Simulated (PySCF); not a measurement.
Species: C5H5Cl.
Atom-mapped SMILES: `[CH:1]#[C:2]/[CH:3]=[CH:4]\[CH2:5][Cl:6]` (hydrogens: H7 on C1; H8 on C3; H9 on C4; H10, H11 on C5)

The geometry is computed with GFN2-xTB (gas phase).

(1) What internal coordinates does the optimisation give?

Results:

(1) 
| bond | length (pm) |
| --- | --- |
| C1≡C2 | 120.1 |
| C2–C3 | 140.9 |
| C3=C4 | 133.4 |
| C4–C5 | 148.4 |
| C5–Cl6 | 180.3 |
| C1–H7 | 104.9 |
| C3–H8 | 108.2 |
| C4–H9 | 108.0 |
| C5–H10, C5–H11 | 109.0 |

Bonds in one row agree within 1 pm and their mean is given. A selection of angles:
| angle | degrees |
| --- | --- |
| C2–C1–H7 | 179.9 |
| C1–C2–C3 | 178.7 |
| C2–C3–C4 | 124.3 |
| C2–C3–H8 | 115.2 |
| C4–C3–H8 | 120.5 |
| C3–C4–C5 | 123.9 |
| C3–C4–H9 | 120.0 |
| C5–C4–H9 | 116.1 |
| C4–C5–Cl6 | 109.6 |
| C4–C5–H10 | 111.8 |
| Cl6–C5–H10 | 105.8 |
| Cl6–C5–H11 | 106.8 |
| H10–C5–H11 | 110.8 |

Dihedral angles: C2–C3–C4–C5 1° (synperiplanar); C3–C4–C5–Cl6 113° (anticlinal). The mirror-image conformer, all signs reversed, is as good.

The 4 C–C bonds span 1.201 Å (C1≡C2, drawn triple) to 1.484 Å (C4–C5, drawn single), a spread of 0.283 Å. Of the pairs four or more bonds apart, C2···H11 is among the closest relative to their van der Waals radii: 2.53 Å, 87 % of the sum of Bondi's values.

Point group: C1 (no symmetry element, even within 0.4 Å). Stationary, but not proved a minimum. One conformer, not necessarily the lowest.
